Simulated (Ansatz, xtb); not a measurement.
**Ranking isomers of CH4N+**

3 gas-phase structures of CH4N+, found in a search over its isomers (lower ones may exist). Each was relaxed with GFN2-xTB:

A. `C=[NH2+]`, a singlet
B. `[CH][NH3+]`, a singlet
C. the triplet with the links of `[CH][NH3+]`

Q: Which do you expect lowest at r2SCAN-D4/def2-SVP, and how would the others follow?

A: Calculated order at r2SCAN-D4/def2-SVP: A (0.0), C (80.3), B (102.1) kcal/mol.

Energies above the lowest of each column, in kcal/mol; the last columns are at B3LYP-D3(BJ)/def2-SVP geometries (a dash: not run or not comparable):

```csv
structure,GFN2-xTB,HF/STO-3G,r2SCAN-D4/def2-SVP,B3LYP-D3(BJ)/def2-SVP,CCSD(T)/def2-TZVPP
A,0.0,0.0,0.0,0.0,0.0
C,–,47.3,80.3,87.7,87.6
B,87.3,85.4,102.1,97.5,92.3
```

Every level run on A puts it lowest or level with the lowest. GFN2-xTB has no spin polarisation and isn't compared across spin states. Open shells are spin-unrestricted.

Programs: Ansatz 0.2.0, xtb 6.7.1.
